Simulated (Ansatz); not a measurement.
## How the elastic constant C33 of 1T (CdI2-type) PtS2 moves with the method

No measured value is used here.

```
level (code)     value (GPa)  cell (Å³/atom)
---------------  -----------  --------------
LDA (Ansatz)            49.6           16.60
PBEsol (Ansatz)         19.8           17.56
r²SCAN (Ansatz)         10.7           20.41
```

Density-functional levels without +SOC have no spin–orbit coupling. LDA: the solid has no gap at this level, which affects its response. LDA: LDA has no dispersion term either, though it tends to give short spacings of layers, chains or molecules. PBEsol, r²SCAN: the cell comes from a level without a dispersion term, which matters for the spacing of layers, chains or molecules. Each level is taken at its own relaxed cell. Cutoffs and k meshes differ between the levels. Ansatz's density-functional and Hartree–Fock values are scalar-relativistic unless marked +SOC, with PAW data made under PBE.

Ansatz is a quantum-chemistry and plane-wave program.
